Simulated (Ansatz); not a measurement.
Base system: HgTe in the zinc blende structure (space group F-43m, No. 216; a = 6.573 Å).

Level of theory: Kohn–Sham DFT with the r2SCAN functional, run in Ansatz (an electronic-structure program) with PAW and 500 eV plane waves, without spin-orbit coupling, earlier PAW set.

Now apply this change: every Hg is replaced by Cd; the structure is relaxed again.

Measured lattice parameter a: HgTe 6.46 Å (room temperature; as listed in R. J. Cava et al., Journal of Materials Chemistry C (2013)); CdTe 6.48 Å (room temperature; as listed in M J Lucero, T M Henderson, G E Scuseria, Journal of Physics Condensed Matter (2012)).

How well does r2SCAN reproduce the measured shift?

With r2SCAN the lattice parameter a moves by -0.015 Å (6.573 → 6.559) against +0.020 Å measured, the wrong sign.

Stability against distortions was not tested. All final runs are without spin polarisation.
